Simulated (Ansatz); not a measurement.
in.yaml

```yaml
crystal:
  periodic: [false, false, false]
  atoms:
    - {symbol: Sc, position_ang: [0.000000, 0.000000, 0.000000]}
    - {symbol: B, position_ang: [0.000000, 0.000000, 2.134400]}
basis:
  gaussian: {orbitals: def2-SVP}
total_charge: 1
magnetization: {spin_polarized: true, initial_magnetization: 1}
hamiltonian: {xc: {name: r2SCAN}}
output: {forces: true}
```

```sh
$ ansatz run in.yaml --threads 1 --pin off --events-out ev --progress --plain --max-ram 2393MiB
```

Log:

```
536 factors; their error is unknown
mean field evaluation 1: about -21354.0388 eV, gradient 2.4e1 eV
mean field evaluation 2: about -21316.8681 eV, gradient 6.6e1 eV
mean field evaluation 4: about -21347.3146 eV, gradient 3.7e1 eV
mean field evaluation 8: about -21359.3176 eV, gradient 4.6e-1 eV
mean field evaluation 16: about -21359.3117 eV, gradient 1.2e-2 eV
mean field evaluation 32: about -21359.3118 eV, gradient 4.6e-5 eV
mean field evaluation 64: about -21359.3337 eV, gradient 3.3e-3 eV
mean field evaluation 96: about -21358.7163 eV, gradient 7.8e0 eV
mean field evaluation 128: about -21348.4845 eV, gradient 3.0e1 eV
mean field evaluation 160: about -21342.9218 eV, gradient 8.9e1 eV
mean field evaluation 192: about -21350.3579 eV, gradient 2.7e1 eV
mean field evaluation 224: about -21359.3337 eV, gradient 1.6e-5 eV
mean field evaluation 256: about -21354.0388 eV, gradient 2.4e1 eV
mean field evaluation 288: about -21358.2846 eV, gradient 5.5e0 eV
mean field evaluation 320: about -21358.5929 eV, gradient 3.0e-1 eV
mean field evaluation 352: about -21358.5652 eV, gradient 8.0e-1 eV
mean field evaluation 384: about -21358.2620 eV, gradient 1.0e0 eV
mean field -21359.33369567 eV, -784.9410354396 hartree, gradient 1.9e-6 eV, S^2 1.781149; 25 other end points of the search recorded, 0 dependent functions left out
the calculation of the forces begins
reference -21359.33372015 eV, -784.9410363391 hartree; 13, 12 occupied and 32, 33 virtual orbitals, 536 factors
Total energy: -21359.33372015 eV, -784.9410363391 hartree
Atom 0 at     0.000000     0.000000     0.000000 Å, force     0.000000    -0.000000     0.685427 eV/Å
Atom 1 at     0.000000     0.000000     2.134400 Å, force    -0.000000     0.000000    -0.685427 eV/Å
Dipole moment:     0.000000     0.000000    -0.963326 e Å
```

Forces (eV/Å):
```
Sc   0.000  0.000  0.685
B    0.000  0.000 -0.685
```

Ran on 1 thread of Arm Neoverse V1, shared host: 80 s wall, 0.16 GiB peak host memory.
